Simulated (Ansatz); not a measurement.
# C₂H₂O, SMILES C=C=O: vertical and adiabatic energies of changing the electron count

With Ansatz 0.2.0 through its Python package.

The cells in order, each with its output:

**Cell 1**
```python
import warnings

import ansatz
import numpy as np
from rdkit import Chem
from rdkit.Chem import AllChem
```

**Cell 2**
```python
warnings.simplefilter("ignore", ansatz.DeckWarning)
```

**Cell 3**
```python
# a force-field geometry from the SMILES
rd = Chem.AddHs(Chem.MolFromSmiles("C=C=O"))
AllChem.EmbedMolecule(rd, randomSeed=749)
AllChem.UFFOptimizeMolecule(rd)
c2h2o = ansatz.Crystal.molecule()
for atom, xyz in zip(rd.GetAtoms(), rd.GetConformer().GetPositions()):
    c2h2o = c2h2o.atom(atom.GetSymbol(), xyz.round(5).tolist())
```

**Cell 4**
```python
setup = c2h2o.calculation()
setup = setup.basis(gaussian="def2-SVP").functional("cam_b3lyp")
symbols = [site.symbol for site in c2h2o.cartesian_sites]
start = np.array([site.position_ang for site in c2h2o.cartesian_sites], dtype=float)
rep = setup.relax(force_tolerance=0.01).run(threads=1, pin="off").report
end = np.array(rep["positions_ang"])
```

**Cell 5**
```python
minimum = ansatz.Crystal.molecule()
for symbol, place in zip(symbols, end):
    minimum = minimum.atom(symbol, place.tolist())
ion = minimum.calculation()
ion = ion.basis(gaussian="def2-SVP")
ion = ion.functional("cam_b3lyp")
ion = ion.charge(1)
ion = ion.spin("collinear", total=1)
vertical = ion.run(threads=1, pin="off").report
settled = ion.relax(force_tolerance=0.01, max_steps=80).run(threads=1, pin="off").report
print(f"vertical ionisation energy   {vertical['free_energy_ev'] - rep['free_energy_ev']:.3f} eV")
print(f"adiabatic, no zero point     {settled['free_energy_ev'] - rep['free_energy_ev']:.3f} eV")
print(f"relaxation energy of the ion {vertical['free_energy_ev'] - settled['free_energy_ev']:.3f} eV")
ionised = np.array(settled["positions_ang"])
print("final positions (A) and the move of each atom")
for symbol, xyz, old in zip(symbols, ionised, end):
    print(f"{symbol:2s} {xyz[0]:10.5f} {xyz[1]:10.5f} {xyz[2]:10.5f}   {np.linalg.norm(xyz - old):7.4f}")
```
Output:
```text
vertical ionisation energy   9.735 eV
adiabatic, no zero point     9.550 eV
relaxation energy of the ion 0.185 eV
final positions (A) and the move of each atom
C    -0.56401    0.05086    0.33441    0.0240
C     0.81354   -0.07337    0.39109    0.0466
O     1.93069   -0.17412    0.43698    0.0101
H    -1.00245    1.05876    0.28753    0.0232
H    -1.17777   -0.86214    0.33805    0.0232
```

The energies are electronic: no zero-point or thermal terms, and the basis set is short of its limit. The product may relax into another structure. Each relaxation finds its nearest minimum, which needn't be the lowest. Hardware and time: 21 s on 1 thread of Arm Neoverse V1, on a shared host, peak memory 0.24 GiB.
